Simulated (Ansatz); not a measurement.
# AlBFH3: the cost of one run

Method: the settings change from run to run; program: Ansatz 0.2.0, Gaussian basis.

1 further run of the same task is left out (it didn't finish).

### Step 1. The relaxed structure

An earlier PBE0-D4 in a triple-zeta def2 set relaxation fixed the geometry.

6 atoms, charge 0, spin multiplicity 1.

Atoms are counted from 1 here; the program's logs count them from 0.

Bond lengths: F1–B2 1.329 Å, B2–Al3 2.161 Å, B2–H4 1.210 Å, Al3–H5 1.592 Å, Al3–H6 1.592 Å. Angles: F1–B2–Al3 120.8°, F1–B2–H4 114.2°, Al3–B2–H4 125.0°, B2–Al3–H5 120.9°, B2–Al3–H6 120.9°, H5–Al3–H6 118.1°.

Geometry (Å):

```mol
AlBFH3
  3D, bonds by distance, orders not assigned

  6  5  0  0  0  0  0  0  0  0999 V2000
   -0.4785   -2.0791   -0.1095 F   0  0
   -0.7015   -0.7980   -0.3841 B   0  0
    0.6438    0.7360    0.3269 Al  0  0
   -1.6945   -0.5989   -1.0455 H   0  0
    1.8744    1.2205   -0.5598 H   0  0
    0.3983    1.4555    1.7259 H   0  0
  1  2  8  0
  2  3  8  0
  2  4  8  0
  3  5  8  0
  3  6  8  0
M  END
```

### Step 2. MP2/cc-pVTZ

Set apart from the defaults: relativity set to none, high accuracy, the search for lower states set to light.

Contents of in.yaml:

```yaml
crystal:
  periodic: [false, false, false]
  atoms:
    - {symbol: F, position_ang: [-0.478469, -2.079129, -0.109508]}
    - {symbol: B, position_ang: [-0.701468, -0.798004, -0.384108]}
    - {symbol: Al, position_ang: [0.643845, 0.736041, 0.326913]}
    - {symbol: H, position_ang: [-1.694497, -0.598876, -1.045531]}
    - {symbol: H, position_ang: [1.874388, 1.220452, -0.559820]}
    - {symbol: H, position_ang: [0.398301, 1.455515, 1.725856]}
basis:
  gaussian: {orbitals: cc-pVTZ}
hamiltonian: {xc: {name: HF}, pseudopotentials: {relativity: none}}
correlation: {method: mp2}
accuracy: high
scf: {lower_state_search: light}
```

Command:

```bash
$ ansatz run in.yaml --threads 2 --pin off --events-out ev --progress --plain --max-ram 4352MiB
```

What time and memory should one allow on 2 threads of Arm Neoverse V1, shared host?

About 3.3 s, with a peak of 0.4 GiB.
